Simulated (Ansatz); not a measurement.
Relaxation of C$_{2}$H$_{3}$NO$_{2}$ (8 atoms, charge 0, multiplicity 1), to a largest force component of 0.02 eV/Å in at most 40 steps.

These are results of RKS BLYP/def2-SVP (Ansatz 0.2.0), not measurements.

```xyz
8
Properties=species:S:1:pos:R:3:forces:R:3
N -0.199 1.250 0.067 -2.77 4.06 -1.09
C 0.700 0.397 -0.357 0.94 0.08 -3.15
C 0.585 -0.930 -0.465 0.48 1.38 -1.19
O -0.444 -1.619 -0.140 -3.29 -2.82 -0.39
O 1.411 -0.388 0.505 4.89 -1.70 3.69
H -1.147 0.840 0.149 -0.65 -0.54 -0.17
H -0.329 2.025 -0.645 0.29 -0.14 1.39
H -0.485 -1.632 0.832 0.11 -0.32 0.91
```

Where does it end, and by what steps?

The run converged. After 15 steps the energy has fallen by 4.513 eV; H8 moved furthest, 1.01 Å. Parted: C2–O5.

| step | energy less start (eV) | largest force component (eV/Å) | accepted |
| --- | --- | --- | --- |
| 0 | 0.0000 | 4.895 | yes |
| 1 | -0.9446 | 2.212 | yes |
| 2 | -1.3391 | 1.066 | yes |
| 3 | -1.6375 | 1.481 | yes |
| 4 | -2.1280 | 2.182 | yes |
| 5 | -2.7660 | 2.365 | yes |
| 6 | -3.5737 | 2.370 | yes |
| 7 | -4.0135 | 2.012 | yes |
| 8 | -4.2897 | 1.438 | yes |
| 9 | -4.0391 | 5.502 | no |
| 10 | -4.4605 | 1.091 | yes |
| 11 | -4.4745 | 0.759 | yes |
| 12 | -4.5075 | 0.219 | yes |
| 13 | -4.5126 | 0.096 | yes |
| 14 | -4.5133 | 0.033 | yes |
| 15 | -4.5134 | 0.015 | yes |

```xyz
8
Properties=species:S:1:pos:R:3
N -0.361 1.429 -0.406
C 0.400 0.421 -0.749
C 0.490 -0.700 0.192
O -0.329 -1.751 -0.132
O 1.313 -0.739 1.103
H -0.946 1.491 0.451
H -0.401 2.272 -0.994
H -0.072 -2.480 0.478
```

Run time: 46 s on 1 thread of Arm Neoverse N1, on a shared host, peak memory 0.11 GiB.
